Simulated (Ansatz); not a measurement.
**BSiHO+ (doublet): from Hartree-Fock to the top rungs, def2-TZVPP**

One table from this session's results is given with a row withheld; the runs are named, their logs left out.

Method: def2-TZVPP, core rule «outside noble gas», up to 7 orbitals frozen; program: Ansatz 0.2.0, Gaussian basis.

To be run: UHF; ROHF; CCSD(T) on UHF.

2 further runs of the same task are left out: 2 set aside as unsound or not needed.

## The geometry

The geometry is a PBE0/def2-TZVP stationary point (not a proven minimum) of the parent state, kept for this charge and spin.

4 atoms, charge 1, spin multiplicity 2.

Atoms are counted from 1 here; the program's logs count them from 0.

Bond lengths: O1–B2 1.313 Å, O1–H4 0.965 Å, B2–Si3 1.902 Å. Angles: B2–O1–H4 116.2°, O1–B2–Si3 177.9°.

The first run:

File in.yaml:

```yaml
crystal:
  periodic: [false, false, false]
  atoms:
    - {symbol: O, position_ang: [0.000097, -0.255729, 1.012341]}
    - {symbol: B, position_ang: [-0.000206, -0.182340, -0.298446]}
    - {symbol: Si, position_ang: [0.000052, -0.146758, -2.200308]}
    - {symbol: H, position_ang: [0.000057, 0.584827, 1.486413]}
basis:
  gaussian: {orbitals: def2-TZVPP}
total_charge: 1
magnetization: {spin_polarized: true, initial_magnetization: 1}
hamiltonian: {xc: hf}
output: {orbitals: {seedname: orbitals}}
```

Command:

```
$ ansatz run in.yaml --threads 1 --pin off --events-out ev --progress --plain --max-ram 4096MiB --backend cpu
```

Steps of the session up to this table: UHF; ROHF; CCSD(T) on UHF.

One of the session's tables, all rows but one given; the rest of the session is left out.

```
  method  from UCCSD(T) (meV)
    ROHF             +11398.6
     UHF                    ?
    UMP2              +1303.8
   UCCSD               +456.0
UCCSD(T)                    0
```

**Question.** Estimate the row for UHF.

As computed: from UCCSD(T) (meV): +11275.6. In the column «from UCCSD(T) (meV)» it lies between UMP2 (+1303.8) and ROHF (+11398.6).
